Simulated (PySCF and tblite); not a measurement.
Values are calculated unless marked as measured or tabulated.
C₄H₇FO, numbered as in [F:1][CH2:2][CH:3]1[CH2:4][O:5][CH2:6]1.

Conformers came from 60 starts (ETKDG and KDG, MMFF94s, GFN2-xTB); geometries are GFN2-xTB. Energies: PBE0-D3(BJ)/pcSseg-1 (IEF-PCM, dimethylsulfoxide), with GFN2-xTB thermal terms (modes under about 100 cm⁻¹ blended into free rotors). Symmetry numbers and mirror images are counted. Conformers within 1.5 kcal/mol (GFN2-xTB free energy) were kept, 10 at most. (PySCF 2.14, tblite 0.8.)

Rotational constants are equilibrium values for the commonest isotopes; dipoles come from the energy level named and are polarised by its solvent model.

Torsions listed: F1–C2–C3–C4. The 4-ring runs over atoms 3–4–5–6. Of a mirror pair one member is shown.

```csv
conformer,shape,symmetry
1,4-ring flat; 49°,Cs
2,4-ring flat; 176°,C1 (pair)
```

(1) Give the rotational constants and dipole components.

(2) Which type of transition is strongest for conformer 1?

Results:

(1) 
| conformer | A (MHz) | B (MHz) | C (MHz) | abs μa (D) | abs μb (D) | abs μc (D) | κ | Ic−Ia−Ib (u Å²) |
| --- | --- | --- | --- | --- | --- | --- | --- | --- |
| 1 | 6995 | 2574 | 2524 | 1.52 | 0.01 | 3.50 | -0.98 | -68.4 |
| 2 | 8925 | 2240 | 1972 | 0.47 | 1.73 | 0.47 | -0.92 | -26.0 |

(2) c-type, since that component is clearly the largest; the top is near-prolate.


Conformer gaps in pcSseg-1 on xTB geometries can be 2 kcal/mol off for S=O, P=O and other polar bonds.